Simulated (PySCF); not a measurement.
Compound: C3H6F2O.
Numbering: `[CH3:1][O:2][C@H:3]([F:4])[CH2:5][F:6]` (hydrogens: H7, H8, H9 on C1; H10 on C3; H11, H12 on C5)

Method: PBE0-D3(BJ)/def2-SVP geometry optimisation, gas phase in PySCF 2.14.0; density fitting, grid level 1; the optimiser is geomeTRIC in internal coordinates, started from a GFN2-xTB structure with every atom displaced at random (about 0.01 Å).

The end geometry, which sets the zero of energy:
```
atom  x, y, z in Å
C1      1.7373   -0.6680    0.2383
O2      0.7536    0.3220    0.0694
C3     -0.4965   -0.1508   -0.1799
F4     -0.5796   -0.6677   -1.4566
C5     -1.4882    0.9852   -0.0929
F6     -1.5969    1.4106    1.1987
H7      1.4821   -1.3465    1.0732
H8      1.8711   -1.2653   -0.6786
H9      2.6796   -0.1569    0.4727
H10    -0.7682   -0.9726    0.5146
H11    -2.4678    0.6334   -0.4546
H12    -1.1356    1.8111   -0.7321
```

Question: These geometries come from the run, each turned onto the end geometry. Order them by energy, lowest first.
A.
```
atom  x, y, z in Å
C1      1.7414   -0.6580    0.2235
O2      0.7523    0.3212    0.0111
C3     -0.5071   -0.1634   -0.1847
F4     -0.6152   -0.7389   -1.4307
C5     -1.4854    0.9861   -0.0943
F6     -1.6770    1.3178    1.2185
H7      1.4877   -1.2982    1.0888
H8      1.8668   -1.3028   -0.6620
H9      2.6814   -0.1317    0.4266
H10    -0.7505   -0.9486    0.5599
H11    -2.4464    0.7031   -0.5512
H12    -1.0572    1.8477   -0.6331
```
B.
```
atom  x, y, z in Å
C1      1.7505   -0.6649    0.1921
O2      0.7620    0.3208    0.0281
C3     -0.5022   -0.1540   -0.1300
F4     -0.6309   -0.7967   -1.3470
C5     -1.4805    0.9982   -0.1018
F6     -1.8173    1.2868    1.1896
H7      1.5162   -1.3253    1.0469
H8      1.8583   -1.2796   -0.7160
H9      2.6975   -0.1462    0.3925
H10    -0.7692   -0.8926    0.6548
H11    -2.3790    0.7075   -0.6683
H12    -1.0146    1.8803   -0.5689
```
C.
```
atom  x, y, z in Å
C1      1.7705   -0.7072    0.1911
O2      0.7689    0.3245    0.0100
C3     -0.5137   -0.1391   -0.1306
F4     -0.5992   -0.8262   -1.3519
C5     -1.4970    1.0084   -0.1196
F6     -1.9002    1.2571    1.1695
H7      1.5651   -1.2767    1.0839
H8      1.8352   -1.3356   -0.6888
H9      2.7124   -0.1394    0.3288
H10    -0.7633   -0.9042    0.6487
H11    -2.3820    0.7555   -0.6893
H12    -1.0059    1.9170   -0.4796
```
D.
```
atom  x, y, z in Å
C1      1.7530   -0.6798    0.1798
O2      0.7906    0.3346    0.0378
C3     -0.4808   -0.1254   -0.1083
F4     -0.6161   -0.7916   -1.3105
C5     -1.4894    1.0108   -0.1029
F6     -1.8898    1.2952    1.1719
H7      1.5205   -1.3433    1.0348
H8      1.8538   -1.2831   -0.7363
H9      2.7201   -0.2024    0.3814
H10    -0.7601   -0.8531    0.6822
H11    -2.3502    0.6570   -0.6938
H12    -1.0607    1.9154   -0.5639
```
E.
```
atom  x, y, z in Å
C1      1.7362   -0.6601    0.2405
O2      0.7534    0.3222    0.0169
C3     -0.5035   -0.1598   -0.2063
F4     -0.6014   -0.6892   -1.4712
C5     -1.4876    0.9818   -0.0907
F6     -1.6018    1.3517    1.2208
H7      1.4745   -1.2967    1.1062
H8      1.8700   -1.3075   -0.6424
H9      2.6777   -0.1388    0.4505
H10    -0.7489   -0.9723    0.5076
H11    -2.4717    0.6729   -0.4766
H12    -1.1062    1.8301   -0.6830
```

Answer: E (0.005 eV), A (0.011 eV), B (0.025 eV), D (0.045 eV), C (0.139 eV).

In the order of the answer:

```csv
step,E above end (eV),largest force (eV/Å),rms force component (eV/Å),rms distance from end (Å),rms bond change (Å),bond most changed (Å)
6,0.005,0.24,0.055,0.043,0.002,C3–F4 -0.005
5,0.011,0.17,0.048,0.076,0.002,O2–C3 +0.004
3,0.025,0.11,0.034,0.143,0.001,C3–F4 +0.002
2,0.045,0.27,0.087,0.166,0.003,C3–C5 +0.009
0,0.139,2.23,0.548,0.182,0.020,C1–O2 +0.043
```

What follows is the cost of the whole optimisation. On one thread, Arm Neoverse V2 (aarch64), shared host with 96 logical CPUs at a one-minute load of 46, this took 39 s wall and 0.47 GiB of memory at its peak.
